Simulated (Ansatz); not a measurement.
Barrier from HO (SMILES [OH], doublet) + H2 (SMILES [H][H]) to the saddle point below; all geometries are those of the HTBH38 set.
```
O
H 1 0.9680
H 1 1.3166 2 97.20
H 3 0.8333 1 165.49 2 0.00
```
Charge 0, spin multiplicity 2.

Total energies in hartree (Ansatz, a quantum-chemistry and plane-wave program). Radicals and triplets start from unrestricted determinants; spin-orbit coupling is neglected. Cores are frozen in correlated methods. No relativity. Where a partner has so few electrons that a lower coupled-cluster level is exact, that level stands in. The UHF reference of H3O (saddle point or complex, doublet) is spin-contaminated (<S^2> up to 0.04 over the pure value in the sets run).

| species | HF/aug-cc-pVTZ | CCSD(T)/aug-cc-pVTZ | HF/aug-cc-pVQZ | CCSD(T)/aug-cc-pVQZ | CCSDT(Q)/aug-cc-pVTZ |
|---|---|---|---|---|---|
| 1: HO (SMILES [OH], doublet) | -75.42167 | -75.64557 | -75.42667 | -75.66449 | -75.64612 |
| 2: H2 (SMILES [H][H]) | -1.13302 | -1.17263 | -1.13346 | -1.17387 | -1.17263 |
| 3: H3O (complex or saddle point, doublet) | -76.52108 | -76.80938 | -76.52638 | -76.82990 | -76.81040 |

### Question
Work out the barrier height (electronic, no zero-point energy) in kcal/mol: take Hartree-Fock from aug-cc-pVQZ, extrapolate the CCSD(T) correlation energy as X^-3 (X = 3, 4), and add CCSDT(Q) - CCSD(T) in aug-cc-pVTZ. 1 hartree = 627.51 kcal/mol.

### Answer

Species 1: correlation (64·(-0.23782) - 27·(-0.22390))/37 = -0.24798; step -0.00055; E1 = -75.42667 + (-0.24798) + (-0.00055) = -75.67520
Species 2: correlation (64·(-0.04041) - 27·(-0.03961))/37 = -0.04099; step +0.00000; E2 = -1.13346 + (-0.04099) + (+0.00000) = -1.17445
Species 3: correlation (64·(-0.30352) - 27·(-0.28830))/37 = -0.31463; step -0.00102; E3 = -76.52638 + (-0.31463) + (-0.00102) = -76.84203
-1·E1 -1·E2 +1·E3 = 0.00762 hartree = 4.8 kcal/mol. Published benchmark value: 5.1 kcal/mol (Zhao et al., J. Phys. Chem. A 109, 2012 (2005), HTBH38), a best estimate, not a measurement. The composite differs from it by -0.3 kcal/mol; core, relativistic and spin-orbit terms are not in it.
